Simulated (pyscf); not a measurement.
HS–SH + silane (SiH₄) → H₃Si–SH + H₂S, a four-centre exchange (singlet surface; S–S, H–Si broken, S–Si, H–S formed). PySCF, gas phase, ωB97X-D3(BJ)/def2-SVP geometries. MP2 and CC: frozen core, UHF for open shells. ΔMP2 is the change of the MP2 total energy from the triple- to the quadruple-zeta basis. Energies in kJ/mol from the separated reactants.

Small-basis levels: PySCF, no dispersion term, spherical d functions. AM1 to PM7: differences of heats of formation from MOPAC, which are fitted to 298 K values and so differ in kind from electronic energies by zero-point and thermal terms. Cost: rough CPU time at the saddle relative to B3LYP/6-31G*, from one job on a shared machine.

```tsv
level	barrier	reaction energy	cost
HF/STO-3G	[?]	-59.9	0.05
HF/3-21G	391.5	-118.3	0.06
HF/6-31G*	428.6	-100.9	0.09
MP2/6-31G*	339.7	-100.5	0.1
PBE/6-31G*	233.9	-89.7	1
B3LYP/STO-3G	366.3	-49.1	0.6
B3LYP/LANL2DZ	293.9	-101.0	0.6
M06-2X/6-31G*	290.5	-95.7	2
B3LYP/6-311+G**	283.3	-99.3	2
AM1	177.5	-29.1	under 0.02
PM3	145.4	-76.8	under 0.02
PM7	[?]	-103.1	under 0.02
CCSD(T)/def2-TZVPP + ΔMP2(QZVPP)	[?]	-98.7	–
```

### Question
Complete the blanks.

### Answer

- HF/STO-3G, barrier: 553.4
- PM7, barrier: 257.3
- CCSD(T)/def2-TZVPP + ΔMP2(QZVPP), barrier: 281.9

Against the last row the barrier runs from -136.4 (PM3) to +271.6 kJ/mol (HF/STO-3G); B3LYP/6-311+G** happens to lie closest here (1.4 kJ/mol apart). CCSD(T)/def2-TZVPP + ΔMP2(QZVPP) has limits of its own. One saddle was located; it need not be the lowest between these sides. The CCSD(T) − MP2 part came from Ansatz, without density fitting, on the same reference.
